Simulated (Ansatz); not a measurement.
# C3H2F2O: the cost of one run

Program: Ansatz 0.2.0. Level of theory: RKS r2SCAN-D4/def2-SVP. These are calculated values, not measurements.

## (1) The system as given

SMILES `FC1(F)C=CO1`, 8 atoms, charge 0, spin multiplicity 1.

Atoms are counted from 1 here; the program's logs count them from 0.

Bond lengths: F1–C2 1.341 Å, C2–F3 1.341 Å, C2–C4 1.518 Å, C2–O6 1.467 Å, C4–C5 1.349 Å, C4–H7 1.093 Å, C5–O6 1.397 Å, C5–H8 1.099 Å. Angles: F1–C2–F3 107.9°, F1–C2–C4 118.4°, F1–C2–O6 110.5°, F3–C2–C4 118.4°, F3–C2–O6 110.5°, C4–C2–O6 89.6°, C2–C4–C5 85.1°, C2–C4–H7 135.9°, C5–C4–H7 139.1°, C4–C5–O6 100.0°, C4–C5–H8 140.0°, O6–C5–H8 120.0°, C2–O6–C5 85.3°.

As a file:

```csv
atom,x (Å),y (Å),z (Å)
F1,0.62318,-1.80844,0.50510
C2,0.64852,-0.48033,0.32138
F3,1.89681,-0.05417,0.56290
C4,-0.09267,0.09704,-0.87098
C5,-0.90334,0.65498,0.05116
O6,-0.30338,0.18125,1.22032
H7,0.01537,0.05409,-1.95735
H8,-1.79240,1.29838,0.11168
```

## (2) Relaxation

File input.yaml:

```yaml
crystal:
  periodic: [false, false, false]
  atoms:
    - { symbol: F, position_ang: [0.623181, -1.808437, 0.505097] }
    - { symbol: C, position_ang: [0.648523, -0.480332, 0.32138] }
    - { symbol: F, position_ang: [1.896815, -0.054174, 0.562895] }
    - { symbol: C, position_ang: [-0.092674, 0.097042, -0.870981] }
    - { symbol: C, position_ang: [-0.903336, 0.654981, 0.051156] }
    - { symbol: O, position_ang: [-0.303377, 0.18125, 1.220321] }
    - { symbol: H, position_ang: [0.015368, 0.054087, -1.957348] }
    - { symbol: H, position_ang: [-1.792401, 1.298383, 0.11168] }
basis:
  gaussian: { orbitals: def2-SVP }
hamiltonian:
  xc: r2scan
  dispersion: d4
output:
  forces: true
relax:
  f_tol: 0.003
  max_steps: 120
```

Command:

```bash
$ ansatz run input.yaml --threads 1 --pin off --max-ram 2560MiB --backend cpu --events-out ev --progress --plain --runs-dir out
```

**Question.** How long does this run take on 1 thread of Arm Neoverse V1, shared host, and how much memory does it need?

About 44 s, with a peak of 0.19 GiB.
